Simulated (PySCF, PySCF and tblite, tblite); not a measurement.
# BH7NP: a path driven as pyramidal inversion, and NMR exchange

How fast is pyramidal inversion in BH7NP (`[NH3+][BH2-]P`), and when do the exchanging lines merge?

Programs: PySCF 2.14.0 with density-fitted response routines of our own, and tblite 0.8.0. All values are computed, except where a source is named. Atoms count from 0 throughout.

### 1 The starting structure

10 atoms, charge 0, multiplicity 1; geometry from: force field or distance geometry start.

Bonds of the start (Å): B1–H6 1.20, B1–H7 1.19, B1–P2 1.95, N0–B1 1.52, N0–H3 1.05, N0–H4 1.04, N0–H5 1.05, P2–H8 1.45, P2–H9 1.44.

### 2 GFN2-xTB relaxation, start minimum

What the job is given:

```
{"job": {"xc": "GFN2-xTB", "basis": "xTB", "kind": "relax"}, "charge": 0, "multiplicity": 1}
N     -1.236700     0.096700    -0.695900
B      0.114500    -0.536100    -0.416400
P      1.542000     0.771800    -0.621200
H     -1.416700     0.891500    -0.034400
H     -1.266000     0.461500    -1.667100
H     -1.999400    -0.620400    -0.582600
H      0.139100    -0.957100     0.705800
H      0.313000    -1.438800    -1.158300
H      1.264200     1.426000     0.644900
H      2.554700    -0.090500    -0.063400
```

Command:

```bash
$ OMP_NUM_THREADS=1 python ens_run.py task.json out
```

One launch serves the whole session.

The log of the run:

```text
step      E/eV     max force
  0    -277.96052    2.641
  1    -278.13646    0.895
  2    -278.17975    0.393
  3    -278.19470    0.329
  4    -278.20668    0.374
  5    -278.21379    0.257
  6    -278.21820    0.169
  7    -278.22133    0.167
  8    -278.22456    0.214
  9    -278.22759    0.179
 10    -278.23033    0.125
 11    -278.23236    0.113
 12    -278.23388    0.123
 13    -278.23507    0.097
 14    -278.23592    0.088
 15    -278.23656    0.077
 16    -278.23708    0.070
 17    -278.23749    0.066
 18    -278.23781    0.051
 19    -278.23813    0.061
 20    -278.23857    0.090
 21    -278.23915    0.107
 22    -278.23966    0.091
 23    -278.23998    0.059
 24    -278.24015    0.041
 25    -278.24028    0.036
 26    -278.24042    0.037
 27    -278.24055    0.039
 28    -278.24065    0.031
 29    -278.24074    0.027
 30    -278.24081    0.021
 31    -278.24087    0.027
 32    -278.24092    0.028
 33    -278.24097    0.023
 34    -278.24103    0.021
 35    -278.24107    0.020
 36    -278.24111    0.025
 37    -278.24118    0.029
 38    -278.24128    0.040
 39    -278.24142    0.039
 40    -278.24156    0.032
 41    -278.24167    0.026
 42    -278.24178    0.031
 43    -278.24192    0.046
 44    -278.24210    0.051
 45    -278.24227    0.036
 46    -278.24240    0.031
 47    -278.24250    0.026
 48    -278.24260    0.027
 49    -278.24270    0.025
 50    -278.24277    0.020
 51    -278.24283    0.021
 52    -278.24287    0.018
 53    -278.24290    0.014
 54    -278.24292    0.013
 55    -278.24295    0.010
 56    -278.24296    0.008
 57    -278.24297    0.005
 58    -278.24297    0.004
 59    -278.24297    0.003
 60    -278.24297    0.004
 61    -278.24298    0.003
```

Run time: 0.2 s. Hardware: 1 thread of Intel Xeon Platinum 8488C, shared host.

The energy fell by 0.282 eV, and the atoms moved 0.13 Å (root mean square).

### 3 Relaxed scan, inversion

What the job is given:

```
{"job": {"xc": "GFN2-xTB", "basis": "xTB", "coordinate": [["t", [9, 1, 8, 2], 0.3333333333333333], ["t", [1, 8, 9, 2], 0.3333333333333333], ["t", [8, 9, 1, 2], 0.3333333333333333]], "kind": "drive"}, "charge": 0, "multiplicity": 1}
N     -1.284661     0.098190    -0.720562
B      0.140361    -0.618496    -0.321787
P      1.476295     0.819785    -0.566332
H     -1.460936     0.858977    -0.071118
H     -1.191805     0.474807    -1.659789
H     -2.044583    -0.574117    -0.685222
H      0.041013    -0.992496     0.799498
H      0.318770    -1.483082    -1.116944
H      1.428998     1.359534     0.710135
H      2.585431     0.061553    -0.256562
```

The log of the run:

```text
point  coordinate     E/eV
  0     41.600     -278.09891
  1     29.600     -277.73884
  2     15.500     -277.34891
  3      0.200     -277.17449
  4    -15.100     -277.30604
  5    -29.600     -277.68735
  6    -41.900     -278.08638
  7    -50.900     -278.24996
```

Run time: 0.83 s. Hardware: 1 thread of Intel Xeon Platinum 8488C, shared host.

The highest point is number 3, 21.3 kcal/mol above the first.

### 4 Nudged elastic band, leg 1

Changed since step 3:

```diff
@@ -1,2 +1,2 @@
-{"job": {"xc": "GFN2-xTB", "basis": "xTB", "coordinate": [["t", [9, 1, 8, 2], 0.3333333333333333], ["t", [1, 8, 9, 2], 0.3333333333333333], ["t", [8, 9, 1, 2], 0.3333333333333333]], "kind": "drive"}, "charge": 0, "multiplicity": 1}
+{"job": {"xc": "GFN2-xTB", "basis": "xTB", "kind": "neb"}, "charge": 0, "multiplicity": 1}
 N     -1.284661     0.098190    -0.720562
```

The log of the run:

```text
image   E - E0 / eV
  0       0.0000
  1       0.0115
  2       0.1161
  3       1.0693
  4       0.3656
  5       0.0564
  6      -0.0074
```

Wall time 1.3 s (1 thread of Intel Xeon Platinum 8488C, shared host).

The highest point is number 3, 24.7 kcal/mol above the first.

### 5 Saddle search, leg 1

What the job is given:

```
{"job": {"xc": "GFN2-xTB", "basis": "xTB", "kind": "saddle"}, "charge": 0, "multiplicity": 1}
N     -1.257523     0.091884    -0.410587
B      0.041864    -0.735905     0.264558
P      1.499044     0.481319     0.291446
H     -1.492816     0.863058     0.207381
H     -0.951132     0.464312    -1.305056
H     -2.056431    -0.523478    -0.532231
H     -0.289528    -1.020917     1.361354
H      0.274793    -1.632130    -0.468275
H      1.800876     1.368687     1.250988
H      2.430853     0.643170    -0.659577
```

The log of the run:

```text
step      E/eV     max force
  0    -277.17365   0.0536
  1    -277.17442   0.1087
  2    -277.17457   0.0334
  3    -277.17456   0.0901
  4    -277.17481   0.0157
  5    -277.17484   0.0234
  6    -277.17486   0.0010
lowest wavenumbers (cm-1): -775.1 154.3 240.2 254.3 386.0 507.8
```

Wall time 0.67 s (1 thread of Intel Xeon Platinum 8488C, shared host).

Point group Cs; 1 imaginary mode, 775i cm⁻¹, carried by H9, H8, P2. It was not shown to link both ends.

### 6 Saddle search, leg 1

What the job is given:

```
{"job": {"xc": "GFN2-xTB", "basis": "xTB", "kind": "saddle"}, "charge": 0, "multiplicity": 1}
N     -1.251255     0.091874    -0.416880
B      0.046321    -0.750701     0.246962
P      1.484637     0.490447     0.310349
H     -1.480451     0.844622     0.225360
H     -0.942330     0.492791    -1.298311
H     -2.053911    -0.515014    -0.558444
H     -0.296735    -1.058004     1.335096
H      0.290563    -1.625081    -0.509043
H      1.792308     1.337720     1.304553
H      2.410854     0.691347    -0.639643
```

The log of the run:

```text
step      E/eV     max force
  0    -277.17449   0.1175
  1    -277.17460   0.0927
  2    -277.17480   0.0142
  3    -277.17486   0.0022
lowest wavenumbers (cm-1): -775.0 154.8 240.6 254.4 386.3 507.8
```

Wall time 0.5 s (1 thread of Intel Xeon Platinum 8488C, shared host).

Point group Cs; 1 imaginary mode, 775i cm⁻¹, carried by H8, H9, P2. It was not shown to link both ends.

### 7 DFT refinement, start: B3LYP-D3(BJ)/def2-SVP

What the job is given:

```
{"job": {"xc": "B3LYP", "basis": "def2-SVP", "kind": "refine"}, "charge": 0, "multiplicity": 1}
N     -1.284661     0.098190    -0.720562
B      0.140361    -0.618496    -0.321787
P      1.476295     0.819785    -0.566332
H     -1.460936     0.858977    -0.071118
H     -1.191805     0.474807    -1.659789
H     -2.044583    -0.574117    -0.685222
H      0.041013    -0.992496     0.799498
H      0.318770    -1.483082    -1.116944
H      1.428998     1.359534     0.710135
H      2.585431     0.061553    -0.256562
```

The log of the run:

```text
step      E/eV     max force
  0    -11565.83725   1.2307
  1    -11565.93961   0.1819
  2    -11565.94522   0.2844
  3    -11565.94606   0.0787
  4    -11565.94722   0.0941
  5    -11565.94701   0.1618
  6    -11565.94811   0.0793
  7    -11565.94842   0.0479
  8    -11565.94867   0.0122
```

Wall time 32 s (1 thread of Intel Xeon Platinum 8488C, shared host); peak memory 0.43 GiB.

The energy fell by 0.111 eV, and the atoms moved 0.14 Å (root mean square).

DFT refinement, saddle of leg 1: B3LYP-D3(BJ)/def2-SVP:

What the job is given:

```
{"job": {"xc": "B3LYP", "basis": "def2-SVP", "kind": "refine"}, "charge": 0, "multiplicity": 1}
N     -1.252936     0.089740    -0.416728
B      0.047306    -0.741704     0.259958
P      1.497395     0.482030     0.303020
H     -1.438467     0.901906     0.164604
H     -0.974245     0.401602    -1.342496
H     -2.075697    -0.503662    -0.473187
H     -0.291034    -1.027235     1.355297
H      0.275643    -1.634385    -0.479461
H      1.805041     1.338056     1.288870
H      2.406993     0.693652    -0.659877
```

The log of the run:

```text
step      E/eV     max force
  0    -11564.95155   1.6692
  1    -11565.10500   0.2682
  2    -11565.10737   0.0737
  3    -11565.10787   0.0397
  4    -11565.10791   0.0095
```

Wall time 18 s (1 thread of Intel Xeon Platinum 8488C, shared host); peak memory 0.43 GiB.

Gain 0.156 eV; displacement 0.05 Å root mean square.

DFT refinement, end: B3LYP-D3(BJ)/def2-SVP:

What the job is given:

```
{"job": {"xc": "B3LYP", "basis": "def2-SVP", "kind": "refine"}, "charge": 0, "multiplicity": 1}
N     -1.005073     0.180464    -0.763079
B      0.107208    -0.834095    -0.111052
P      1.753347     0.212499     0.096292
H     -1.128082     0.967871    -0.131782
H     -0.647451     0.517600    -1.653115
H     -1.889166    -0.301116    -0.899589
H     -0.312647    -1.179559     0.944469
H      0.263571    -1.722379    -0.883232
H      1.167469     1.348118     0.655134
H      1.746310     0.798789    -1.169171
```

The log of the run:

```text
step      E/eV     max force
  0    -11565.91571   1.2275
  1    -11566.01305   0.1842
  2    -11566.01490   0.0465
  3    -11566.01499   0.0099
```

It took 16 s on 1 thread of Intel Xeon Platinum 8488C, shared host; peak memory 0.43 GiB.

The energy fell by 0.099 eV, and the atoms moved 0.08 Å (root mean square).

### 8 Shieldings, start: PBE0/pcSseg-1 in cyclohexane

What the job is given:

```
{"job": {"kind": "nmr", "xc": "PBE0", "basis": "pcSseg-1", "solvent": "cyclohexane", "pop": false}, "charge": 0, "multiplicity": 1}
N     -1.300896     0.076958    -0.748589
B      0.129746    -0.573671    -0.251392
P      1.472473     0.871877    -0.503070
H     -1.620922     0.818124    -0.118896
H     -1.203727     0.492313    -1.680510
H     -2.035051    -0.634761    -0.788135
H     -0.066908    -0.952262     0.889586
H      0.352470    -1.477024    -1.040323
H      1.642712     1.328985     0.841632
H      2.638987     0.054114    -0.488986
```

The log of the run:

```text
coarse grid: 8112 points
cycle   1  E = -424.8749161037  dE = -5.441e-02  |g| = 2.964e-01  |ddm| = 2.487e+00
cycle   2  E = -424.8856620403  dE = -1.075e-02  |g| = 2.522e-01  |ddm| = 7.316e-01
cycle   3  E = -424.9067119986  dE = -2.105e-02  |g| = 3.505e-02  |ddm| = 3.361e-01
cycle   4  E = -424.9070596778  dE = -3.477e-04  |g| = 1.241e-02  |ddm| = 5.383e-02
cycle   5  E = -424.9070927923  dE = -3.311e-05  |g| = 3.649e-03  |ddm| = 1.464e-02
cycle   6  E = -424.9070952500  dE = -2.458e-06  |g| = 1.008e-03  |ddm| = 3.066e-03
final grid: 71736 points
cycle   7  E = -424.9200393695  dE = -2.350e-05  |g| = 5.767e-03  |ddm| = 1.951e-02
cycle   8  E = -424.9200361667  dE =  3.203e-06  |g| = 6.996e-03  |ddm| = 1.147e-02
cycle   9  E = -424.9200482412  dE = -1.207e-05  |g| = 4.690e-04  |ddm| = 6.008e-03
cycle  10  E = -424.9200482899  dE = -4.875e-08  |g| = 1.319e-04  |ddm| = 4.911e-04
cycle  11  E = -424.9200482938  dE = -3.895e-09  |g| = 2.295e-05  |ddm| = 1.393e-04
cycle  12  E = -424.9200482940  dE = -1.601e-10  |g| = 7.299e-06  |ddm| = 3.859e-05
converged SCF energy = -424.9200482940

GIAO shielding tensors (ppm)
atom      isotropic    diamagn.    paramagn.     s11        s22        s33       span
  0 N      217.771     315.078     -97.307    204.855    216.218    232.240     27.385
  1 B      123.029     189.736     -66.707    105.093    121.190    142.803     37.710
  2 P      551.778     967.341    -415.563    474.629    581.224    599.481    124.852
  3 H       28.589      29.749      -1.160     22.766     25.502     37.498     14.732
  4 H       28.472      28.625      -0.153     22.641     25.570     37.205     14.564
  5 H       28.057      28.018       0.039     21.052     23.988     39.130     18.078
  6 H       28.482      30.259      -1.776     24.440     29.427     31.581      7.141
  7 H       28.917      30.342      -1.425     24.454     29.992     32.305      7.851
  8 H       29.539      29.861      -0.321     24.761     27.048     36.809     12.049
  9 H       29.447      29.585      -0.137     24.620     26.871     36.851     12.231
```

Wall time 6.2 s (1 thread of Intel Xeon Platinum 8488C, shared host); peak memory 0.47 GiB.

Key values: HOMO -6.22 eV, LUMO 0.44 eV; dipole 5.98 D.

(Part 1 of 2 ends here.)
